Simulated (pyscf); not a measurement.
`[Cl][GeH3]` + `[H]` [doublet] -> `[Cl][GeH2]` [doublet] + `[H][H]` (hydrogen abstraction; doublet surface; Ge–H broken, H–H formed). Structures and frequencies: ωB97X-D3(BJ)/def2-SVP in PySCF. Rate constants from transition-state theory, ωB97M-D3(BJ)/def2-TZVP energies (ideal gas, 1 atm, RRHO with modes under 100 cm⁻¹ raised to 100, one conformer, R ln 2 for chiral ones without a mode under 150 cm⁻¹; no tunnelling), k in cm³ molecule⁻¹ s⁻¹.

```tsv
T (K)	1000/T	log10 k
298	3.354	-12.02
600	1.667	?
900	1.111	-10.20
1200	0.833	-9.86
```

### Question
Fit an Arrhenius line to the three values, give the activation energy, and predict k at 600 K.

### Answer
Least squares gives log10 k = -9.21 − 0.84 × 1000/T, so Ea = 0.84 × ln 10 × 1.987 = 3.8 kcal/mol, against an electronic barrier of 3.1. At 600 K the line gives -10.61; the computed value is -10.74 (ΔG‡ = 13.0 kcal/mol), a factor 1.3 under the line, since the plot is curved. One saddle was located; it need not be the lowest between these sides. The angle at the transferred H is 178°. Elements up to Kr have no core potential and no relativistic terms here.
